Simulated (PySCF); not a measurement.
# A small calculation by hand: entropy of an ideal gas

phosphine cation (H3P), SMILES P (connectivity only; charge and spin as stated), charge +1, multiplicity 2.

The structure is a stationary point at PBE0-D3(BJ)/def2-TZVPD. The spin state was assumed, not searched.

PySCF 2.14.0 with PBE0-D3(BJ)/def2-TZVPD gives the harmonic wavenumbers 724, 1038, 1038, 2465, 2537, 2537 cm⁻¹ and the rotational temperatures 7.6861, 7.6861, 4.3694 K. The molar mass is 34.00 g/mol, the symmetry number 3, the spin multiplicity 2.

Question: Work out the entropy at 298.15 K and 1 atm in the rigid-rotor, harmonic-oscillator model.

Answer: 
Translation (Sackur–Tetrode at 1 atm): S = R[1.5 ln M + 2.5 ln T − 1.16487] = 152.7 J/(mol K).
Rotation: q = (√π/σ) T^1.5/√(θA θB θC) = 189, S = R[ln q + 3/2] = 56.1 J/(mol K).
Vibration: with u = 1.4388 ν/T, each mode gives R[u/(e^u − 1) − ln(1 − e^−u)]:
| ν (cm⁻¹) | modes | u | S (J/(mol K)) |
|---|---|---|---|
| 724 | 1 | 3.49 | 1.17 |
| 1038 | 2 | 5.01 | 0.67 |
The stiffer modes add less than 0.005 each. Sum 1.8 J/(mol K).
Spin: R ln 2 = 5.8 J/(mol K).
Total 216.4 J/(mol K); the program's own thermochemistry gives 216.4. Translation makes up 71 % and vibration 1 %. Anharmonicity, hindered rotation and orbital degeneracy are left out.
